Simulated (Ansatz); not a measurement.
## How far each method lies from full CI for HAlB⁺, triplet

Geometry: that of the HAlB, doublet, kept fixed. The singlet lies 0.3 eV lower here.

| atom | x (Å) | y (Å) | z (Å) |
| --- | --- | --- | --- |
| B | 0.0000 | -0.1388 | 1.5159 |
| Al | 0.0000 | 0.0968 | -0.5473 |
| H | 0.0000 | -1.1027 | -1.6081 |

Basis 6-31G; Ansatz 0.2.0. Correlated methods freeze the noble-gas cores, which leaves 6 electrons in 18 orbitals. R marks a restricted (for open shells ROHF) determinant, U an unrestricted one. Active spaces: valence = (6e, 9o) chosen from the atoms' valence shells.

Full CI is exact within this basis and frozen core; it isn't the basis-set limit. The frozen core follows each run's orbitals, which can shift R against U totals by a few meV.

For open shells CISD and CISDTQ are restricted-active-space CI with the open shells as a complete middle space.

```
UHF ⟨S²⟩                          : 2.031
T1 diagnostic (RCCSD)             : 0.0370
largest doubles amplitude (RCCSD) : 0.071
T1 diagnostic (UCCSD)             : 0.0317
```

```tsv
level	E − E(RHF) (eV)
UHF	-0.1097
RMP2	-1.3510
UMP2	-1.3350
RCCSD	-2.0364
UCCSD	-2.0433
RCCSD(T)	-2.0867
UCCSD(T)	-2.0885
```

(1) Estimate how far full CI in 6-31G lies from RCCSD(T). The table doesn't fix it; the size of (T) and the diagnostics are the guide.

(1) Full CI in 6-31G lies 1.10 mEh below RCCSD(T), which is 60 % of the (T) step (-1.85 mEh). T1 is raised, and the rest is a large part of (T).

The other levels:

| level | E − E(full CI) (mEh) | share of correlation (%) | wall time |
| --- | --- | --- | --- |
| CISD | 5.25 | 93.25 | 0.63 s |
| BCCD(T) | 1.04 | 98.66 | 1.2 s |
| RCCSDT | 0.11 | 99.86 | – |
| UCCSDT | 0.09 | 99.88 | – |
| CISDTQ | 0.08 | 99.89 | 1 s |
| RCCSDT(Q) | 0.03 | 99.96 | 2.2 s |
| UCCSDT(Q) | 0.02 | 99.97 | 2 s |
| RCCSDTQ | 0.01 | 99.99 | 11 s |
| UCCSDTQ | 0.00 | 100.00 | 11 s |
| CASSCF (valence space) | 12.46 | 83.98 | – |
| NEVPT2 (valence space) | 3.62 | 95.35 | 2.1 s |
| MRCISD (valence space) | 0.23 | 99.71 | – |
| MRCISD+Q (valence space) | 0.11 | 99.86 | 3.4 s |

The correlation energy at full CI, counted from RHF, is -2.117 eV. That run took 1.9 s on 1 thread of AMD EPYC 7B13, shared host over 336,128 determinants.

Times hold each run's SCF and search for its determinant on a shared host, so for small cases they say little of a method's own cost; they ran on 1 thread of AMD EPYC 7B13.

The full-CI state has the irrep A' of Cs, in the program's axes.

Natural occupations of full CI about the gap: 1.950 1.914 0.991 0.979 0.063 0.034 0.027 0.020 0.010 0.004; effectively unpaired electrons, Σ n²(2−n)², 2.06.
